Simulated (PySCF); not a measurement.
Reproducing measurements on ketene

**What was measured.**

From NIST CCCBDB Release 22 (SRD 101), experimental dipoles, for the gas: dipole moment (microwave Stark effect) 1.42 D.

The results are set against them at the end.

Compound: ketene, C2H2O.
Atom-mapped SMILES: `[CH2:1]=[C:2]=[O:3]` (hydrogens: H4, H5 on C1)

Structure used (CAM-B3LYP/def2-TZVP), in Å, numbered top down from 1:
```
atom  x, y, z in Å
C1    -0.4799   -0.0137    0.2397
C2     0.6858    0.0181   -0.3452
O3     1.7176    0.0458   -0.8619
H4    -1.0264   -0.9414    0.2894
H5    -0.8843    0.8910    0.6630
```

The PySCF runs (gas phase, on this CAM-B3LYP/def2-TZVP geometry; no spin–orbit coupling):

```
                            level                                          job  basis functions  wall time
CAM-B3LYP/def2-TZVP, grid level 1  geometry optimisation from a GFN2-xTB start              105       12 s
```

Hardware: Arm Neoverse V1, one thread, on a shared host.

**Comparison with experiment**

**Dipole moment.** Measured: 1.42 D (NIST CCCBDB Release 22 (SRD 101), experimental dipoles).

```csv
level,computed (D),computed − measured (D),% (from the printed values)
CAM-B3LYP/def2-TZVP,1.47,+0.05,+4
```

The computed dipoles belong to one fixed geometry; measured ones are averaged over vibrations unless marked μe. Magnitudes are compared, not signs.

No measured geometry was used, and the causes of the misses weren't examined.
